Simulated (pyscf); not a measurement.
This saddle point was located with ωB97X-D3(BJ)/def2-SVP in PySCF.

```xyz
8

O      1.2232     0.6529     1.3287
Ga     0.1923     0.5700    -0.0386
O     -0.3952     1.0416    -1.6350
H     -1.1552     0.5323    -1.9376
N     -0.6241    -0.9146     1.0995
H      0.3294    -0.3728     1.6338
H     -0.4957    -1.9027     0.8817
H     -1.5137    -0.8027     1.5856
```
Charge 0, spin multiplicity 1.

Surface: singlet, charge 0. Lowest wavenumbers (cm⁻¹): 1274i, 162, 186, 224, 388.

Q: What reaction is this the transition state of?

A: O=Ga–OH + ammonia (NH₃) ⇌ H₂N–Ga(OH)–OH, an addition across a multiple bond or ene-type step read from left to right: H–N broken and H–O, Ga–N formed. At CCSD(T)/def2-TZVPP + ΔMP2(QZVPP) it lies -46.7 kJ/mol from the left side and +210.9 kJ/mol from the right (each side as separated species at their lowest minima found). On the reactant side the descent ends in an adduct with a Ga–N contact, 93.4 kJ/mol under the separated species and 36.3 kJ/mol under the saddle at ωB97X-D3(BJ)/def2-TZVP. On the product side the descent ends in a point that may be a rotor saddle (no frequency run), 7.3 kJ/mol over the lowest minimum found and 204.4 kJ/mol under the saddle at ωB97X-D3(BJ)/def2-TZVP. At CCSD(T) the saddle lies under the separated reactants, which points to a path from their complex (located at ωB97X-D3(BJ) alone). What is counted as formed (Ga–N) is already present as a longer contact in the reactant adduct; forming that adduct is a step of its own. At ωB97X-D3(BJ)/def2-TZVP the barrier from the zero used here is -57.1 kJ/mol. One saddle was located; it need not be the lowest between these sides. The CCSD(T) − MP2 part came from Ansatz, without density fitting, on the same reference. The frozen core leaves the outer d or s,p core shells of the metals and heavy elements correlated in the MP2 and CC values, and def2-TZVPP describes them poorly, which can shift differences by a few kcal/mol. Elements up to Kr have no core potential and no relativistic terms here.
